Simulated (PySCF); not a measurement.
# F: electron affinity

F⁻ [Ne] (1S) → F [He] 2s2 2p5 (2P), as a difference of total energies. Computed with PySCF 2.14 in aug-cc-pCVTZ-DK (7s6p4d2f, 59 functions), with scalar relativity by spin-free X2C-1e. Correlated levels: valence and next inner shell: nothing frozen. The calculations carry no spin-orbit coupling.

| method | electron affinity (eV) | plus first-order spin-orbit estimate | error of that sum (eV) |
| --- | --- | --- | --- |
| UHF | 1.184 | 1.167 | -2.234 |
| MP2 (valence and next inner shell) | 3.640 | 3.623 | +0.222 |
| SCS-MP2 (valence and next inner shell) | 3.451 | 3.434 | +0.033 |
| CCSD (valence and next inner shell) | 3.145 | 3.128 | -0.273 |
| CCSD(T) (valence and next inner shell) | 3.311 | 3.294 | -0.107 |

Reference: 3.401 eV (measured; photodetachment measurements, as compiled on the Wikipedia data page of electron affinities).

A first-order spin-orbit estimate (lowest level to lowest level, LS coupling) adds -0.017 eV.

Errors of the correlated levels include the incompleteness of this basis.
